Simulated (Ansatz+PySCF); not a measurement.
**doublet C2H4NO: levels of theory in one basis**

```xyz
8

H     2.1592   -0.0080    0.0226
C     1.2474   -0.5872    0.0016
C     0.0304    0.1182   -0.0004
N    -1.1142   -0.6496   -0.0384
H    -1.9901   -0.1660    0.0809
H     1.3022   -1.6691   -0.0272
H    -1.0931   -1.6374    0.1507
O    -0.0111    1.3439    0.0043
```

Basis set: cc-pVTZ (spherical functions). Frozen core: 4 orbitals. Correlation on ROHF uses semicanonical orbitals with singles. Charge 0, multiplicity 2.

Computed with Ansatz (development build ahead of 0.2.0) and PySCF 2.14.0; each method stands on the lowest determinant of its kind that the runs found.

```json
{"method": "ROHF", "E − E(ROHF) (eV)": "0.00", "<S²> of the determinant": "0.75"}
{"method": "UHF", "E − E(ROHF) (eV)": "-0.18", "<S²> of the determinant": "0.81"}
{"method": "UHF-MP2", "E − E(ROHF) (eV)": "-20.16", "<S²> of the determinant": "0.81"}
```

**Question.** What does ROHF-MP2 give on the same scale?

**Answer.** -20.25 eV.
